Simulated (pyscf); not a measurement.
Elementary routes open to `[F][SiH]` [singlet] + `[NH3]` in the gas phase (singlet surface):
A. `[NH2][SiH2][F]` (H–N broken; N–Si, H–Si formed)
B. `[NH]=[SiH][F]` + `[H][H]` (H–N, H–N broken; N–Si, H–H formed)
C. `[NH2][Si][F]` [singlet] + `[H][H]` (H–Si, H–N broken; N–Si, H–H formed)

Structures and frequencies: ωB97X-D3(BJ)/def2-SVP in PySCF.

Problem. Rank the routes by free-energy barrier at 600 K, lowest first, for ωB97M-D3(BJ)/def2-TZVP energies (ideal gas, 1 atm, RRHO with modes under 100 cm⁻¹ raised to 100, one conformer, R ln 2 for chiral ones without a mode under 150 cm⁻¹).

Solution. C (26.1 kcal/mol), A (33.8 kcal/mol), B (74.9 kcal/mol)

Route C is the fastest of these, ahead of the next by 7.7 kcal/mol. The most stable products are those of A (ΔG = -41.6 kcal/mol), whose barrier is 7.7 kcal/mol higher: the kinetic and the thermodynamic product differ. At 1200 K C is still the fastest. A: On the reactant side the descent ends in an adduct with a N–Si contact, 26.8 kcal/mol under the separated species and 38.0 kcal/mol under the saddle at ωB97X-D3(BJ)/def2-TZVP. B: On the reactant side the descent ends in an adduct with a N–Si contact (not fully relaxed), 26.8 kcal/mol under the separated species and 86.4 kcal/mol under the saddle at ωB97X-D3(BJ)/def2-TZVP. C: On the reactant side the descent ends in an adduct with a N–Si contact, 26.8 kcal/mol under the separated species and 32.2 kcal/mol under the saddle at ωB97X-D3(BJ)/def2-TZVP. Only these routes are compared; each barrier is that of the saddle found, and lower ones may exist. A restricted solution here is unstable towards spin polarisation, so biradical character is likely and single-reference numbers are less safe.
